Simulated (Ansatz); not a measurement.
For cubic BN, PBE-D4 (Ansatz, a quantum-chemistry and plane-wave program, PAW) gives:

* **equilibrium lattice constant a**: 3.607 Å
* **bulk modulus B0**: 385 GPa
* **cohesive energy**: 7.18 eV/atom

**Question.** What does B3LYP (VWN-RPA form) (Ansatz, PAW) give for the same quantities?

**Answer.** 
- lattice constant a: 3.617 Å (goes up by 0.3 %)
- bulk modulus: 386 GPa (hardly moves)
- cohesive energy: 6.53 eV/atom (decreases by 0.65 eV/atom)

For comparison: lattice constant a 3.593 Å (measured, corrected for zero-point motion; as tabulated in Goldzak et al. (2022), arXiv:2208.04865); bulk modulus 410 GPa (measured, 0 K value with the zero-point phonon effect removed, our sources range from 388 to 410; as tabulated in Mejia-Rodriguez and Trickey (2018), arXiv:1807.09216); cohesive energy 6.76 eV/atom (measured, static lattice: zero-point vibration energy added; as tabulated in Mejia-Rodriguez and Trickey (2018), arXiv:1807.09216).

Changes are worked out from the printed values.

Unless a cell is named, each level is at its own relaxed cell (PBE-D4 5.87, B3LYP (VWN-RPA form) 5.91 Å³/atom).

Ansatz's density-functional and Hartree–Fock values are scalar-relativistic unless marked +SOC, with PAW data made under PBE.
